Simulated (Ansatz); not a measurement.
# What a trial cell of Si2S3 relaxes into

Computed with DFT r2SCAN, scalar-relativistic, plane waves, PAW in Ansatz. Cutoff 500 eV, Γ-centred k mesh, Gaussian smearing, no spin polarisation in the final step.

Si2S3 was placed on the tetradymite structure type (R-3m, No. 166), with Si in place of Bi, S in place of Te, at a guessed volume.

```
Si S
1.0
     1.80374    1.04139    8.36127
    -1.80374    1.04139    8.36127
     0.00000   -2.08278    8.36127
Si S
2 3
Cartesian
  0.0000 0.0000 10.0335
  0.0000 0.0000 15.0503
  0.0000 0.0000 0.0000
  0.0000 0.0000 5.2551
  0.0000 0.0000 19.8287
```

Cell and atoms relax at zero pressure; the relaxation can't lower the symmetry of the start. After a coarse first stage the cell is made exact in the group found at 0.06 Å.

Formation energies are uncorrected and refer to the elements' standard structures at the same level.

(1) Describe the relaxed structure.

(2) What are its volume, energy, density and gap?

Answers

(1) It keeps R-3m (No. 166). The result has the tetradymite structure. Conventional cell: a = 3.418 Å, c = 26.682 Å. Around Si lie 3 S at 2.33 Å and 3 S at 2.49 Å; S on Wyckoff site a (1 atom of the primitive cell) has 6 Si at 2.49 Å; S on Wyckoff site c (2 atoms of the primitive cell) has 3 Si at 2.33 Å.

```cif
data_structure
_symmetry_space_group_name_H-M 'R-3m:H'
_symmetry_Int_Tables_number 166
_cell_length_a 3.4185
_cell_length_b 3.4185
_cell_length_c 26.6815
_cell_angle_alpha 90.000
_cell_angle_beta 90.000
_cell_angle_gamma 120.000
_cell_volume 270.03
loop_
_atom_site_label
_atom_site_type_symbol
_atom_site_symmetry_multiplicity
_atom_site_Wyckoff_symbol
_atom_site_fract_x
_atom_site_fract_y
_atom_site_fract_z
_atom_site_occupancy
Si1 Si 6 c 0.66667 0.33333 0.72331 1
S1 S 3 a 0.00000 0.00000 0.00000 1
S2 S 6 c 0.33333 0.66667 0.89724 1
```

(2) The volume per atom is 18.0 Å³, the density is 2.8 g/cm³ and the energy over the elements is -0.35 eV/atom. The gap on the 12×12×12 mesh is 0 eV (a metal).

The final run used a 12×12×12 mesh on its 5-atom cell and 0.10 eV smearing. The k mesh leaves about 4 meV/atom of noise in metals. Weakly bound directions are ill-defined at this level, which has no dispersion term. A structure relaxed within its symmetry needn't be a true minimum.

Cost: 3 runs of about 5.9 core-minutes in all, on Arm Neoverse V2 (shared hosts).